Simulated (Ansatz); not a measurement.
```xyz
12

C     0.0239   -0.0407   -0.0164
C     0.0180   -0.0402    1.3114
C     0.0009    1.2774   -0.8717
C    -0.0241   -1.2645    2.2207
H     0.0360   -0.9323   -0.5060
H     0.0130    0.9760    1.8857
H     0.0108    2.1446   -0.1878
H     0.8791    1.1891   -1.5130
H    -0.8447    1.2533   -1.4930
H     0.0312   -2.1490    1.5414
H     0.8509   -1.2523    2.8009
H    -0.8922   -1.1832    2.8149
```

RHF on singlet C4H8 was run in several spherical basis sets with Ansatz (development build ahead of 0.2.0).

Task: Rank the basis sets by the total energy that they give, lowest first, with the distance from the lowest.
A. def2-SVP
B. 6-31G(d)
C. cc-pVDZ

Result: C (0.00 eV), B (0.38 eV), A (3.34 eV).

Totals follow the description of the cores as much as that of the bonds, so this order isn't one of quality for chemistry.
